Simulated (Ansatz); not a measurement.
`CC(C)=CO`. Total charge 0; spin multiplicity 1. Geometry: relaxed with PBE0-D4/def2-TZVP. It is one conformer, not always the lowest.

```xyz
13

C    -0.137    1.422   -0.320
C    -0.090   -0.035    0.003
C    -1.393   -0.761    0.087
C     1.053   -0.682    0.210
O     2.271   -0.068    0.144
H     0.859    1.861   -0.357
H    -0.624    1.590   -1.286
H    -0.726    1.966    0.427
H    -2.040   -0.322    0.855
H    -1.256   -1.818    0.327
H    -1.942   -0.698   -0.859
H     1.066   -1.744    0.443
H     2.957   -0.711    0.325
```

Question: What is the dipole moment at PBE/def2-TZVPP? (Best estimate.)

Answer: The calculation gave: 1.43 D, with components (0.57, -1.27, 0.31) D in this frame, pointing from negative to positive charge.

Question: And with r2SCAN, B3LYP, ωB97M-V? (An estimate is asked.)

Answer: Ansatz gave: r2SCAN 1.43 D, B3LYP 1.46 D, ωB97M-V 1.47 D.

Question: Give the Mulliken charges with PBE, r2SCAN, ωB97M-V in def2-TZVPP. (Estimate.)

Answer: The calculation gave: 
```csv
atom,PBE,r2SCAN,ωB97M-V
C1,-0.24,-0.14,-0.30
C2,-0.03,-0.05,-0.05
C3,-0.21,-0.11,-0.28
C4,0.02,0.07,0.06
O5,-0.25,-0.31,-0.28
H6,0.09,0.06,0.11
H7,0.08,0.05,0.10
H8,0.08,0.04,0.10
H9,0.08,0.04,0.10
H10,0.07,0.03,0.08
H11,0.08,0.04,0.10
H12,0.05,0.06,0.07
H13,0.19,0.20,0.18
```

B3LYP here is the variant with VWN-RPA as its local correlation; programs differ in this.
